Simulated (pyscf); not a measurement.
HO–SiH₂–O–SiH₂–F (SMILES O[SiH2]O[SiH2]F) + H₂ (SMILES [H][H]) -> F–SiH₂–O–SiH₃ (SMILES F[SiH2]O[SiH3]) + H₂O (SMILES O), a four-centre exchange (singlet surface; O–Si, H–H broken, H–Si, H–O formed). Optimised with ωB97X-D3(BJ)/def2-SVP in PySCF. Energies in eV from the separated reactants.

Small-basis levels: PySCF, no dispersion term, spherical d functions. 

Q: Quick HF/6-31G* single points give ΔE‡ = 3.33 eV and ΔE = +0.87 eV. What does ωB97M-D3(BJ)/def2-TZVP give, and how far is the quick result from it?

A: ωB97M-D3(BJ)/def2-TZVP gives ΔE‡ = 2.40 eV and ΔE = +0.97 eV. HF/6-31G* lies 0.93 eV over it in the barrier and 0.10 eV under it in the reaction energy, so on this step it does not hold to within 0.13 eV. ωB97M-D3(BJ)/def2-TZVP has limits of its own. On the product side the descent ends in a complex (not fully relaxed), 0.27 eV under the separated species and 1.71 eV under the saddle at ωB97X-D3(BJ)/def2-TZVP. One saddle was located; it need not be the lowest between these sides.
